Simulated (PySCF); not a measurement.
Level of theory: B3LYP-D3(BJ)/def2-TZVP (PySCF 2.14.0). All species are isolated molecules in the gas phase. B3LYP has the VWN-RPA correlation part, as in Gaussian. 

Reference species (SMILES): `[CH](F)F` (neutral, multiplicity 2).

```yaml
dipole_moment: 1.37 D
```

Changed species: `[CH3]` (radical fragment; the reference has radical fragment).

Problem. Give the shifts of the dipole moment.

Solution. the dipole moment drops by 1.37 D, to 0.00 D.
